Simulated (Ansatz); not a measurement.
# GeBCl, triplet: the ladder up to UCCSDT(Q)

Geometry: displaced at random from a stationary point.

```xyz
3

Cl    0.0844    0.0052   -1.7838
B    -0.0805    0.0136   -0.0800
Ge   -0.0039   -0.0188    1.8638
```

Basis cc-pVDZ; Ansatz 0.2.0. Only valence electrons are correlated (noble-gas cores and the filled d shells of p-block atoms frozen), which leaves 14 electrons in 39 orbitals. Prefix R: restricted or restricted open-shell reference; prefix U: unrestricted. No spin–orbit coupling is included, and no scalar relativity.

Full CI isn't at hand for all of this; UCCSDT(Q) serves as the reference, and is uncertain by about the last step of the cluster series.

```
UHF ⟨S²⟩                          : 2.022
T1 diagnostic (RCCSD)             : 0.0201
largest doubles amplitude (RCCSD) : 0.087
T1 diagnostic (UCCSD)             : 0.0189
```

From what is known of these methods and the diagnostics, rank them by the size of their error in total energy against UCCSDT(Q) in cc-pVDZ, smallest first (an estimate: the text doesn't fix the numbers).
A. UCCSDT
B. UCCSD(T)
C. UMP2
D. UHF
E. UCCSD

A (22 meV), B (62 meV), E (350 meV), C (1230 meV), D (8241 meV).

All errors are against UCCSDT(Q) in cc-pVDZ. Within each family the higher level lies nearer, as is usual though not guaranteed.
